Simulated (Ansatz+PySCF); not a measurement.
Values are calculated unless marked as measured or tabulated.
This PySCF input gave a total energy of -169.32100 hartree.

```python
from pyscf import gto, scf, cc

mol = gto.M(atom="""
C -0.009810 -0.410180 -0.053480
O -0.001680 -0.392650 1.144140
N -0.004140 0.681430 -0.845330
H 0.006960 -1.358210 -0.647160
H 0.009830 0.595200 -1.861130
H -0.007700 1.607430 -0.432150
""", basis='def2-svp', charge=0, spin=0)
mf = scf.RHF(mol)
mf.kernel()
mycc = cc.CCSD(mf, frozen=3).run()
et = mycc.ccsd_t()
print(mf.e_tot, mycc.e_corr, et, mycc.e_tot + et)
```

Q: Write an input for Ansatz with the same method and basis set.

A:

```yaml
crystal:
  periodic: [false, false, false]
  atoms:
    - { symbol: C, position_ang: [-0.00981, -0.41018, -0.05348] }
    - { symbol: O, position_ang: [-0.00168, -0.39265, 1.14414] }
    - { symbol: "N", position_ang: [-0.00414, 0.68143, -0.84533] }
    - { symbol: H, position_ang: [0.00696, -1.35821, -0.64716] }
    - { symbol: H, position_ang: [0.00983, 0.5952, -1.86113] }
    - { symbol: H, position_ang: [-0.0077, 1.60743, -0.43215] }
basis:
  gaussian: { orbitals: def2-SVP }
hamiltonian:
  xc: hf
correlation:
  method: ccsd_t
  frozen_orbitals: { C: 1, H: 0, "N": 1, O: 1 }
scf:
  omitted_lower_state_checks: [stability, starts, atomic_configurations, cluster_reference, orbital_swaps, given_window_search, neighbouring_geometries, increment]
```

Ansatz (development build ahead of 0.2.0) gave -169.32100 hartree, 0.05 meV from the first.
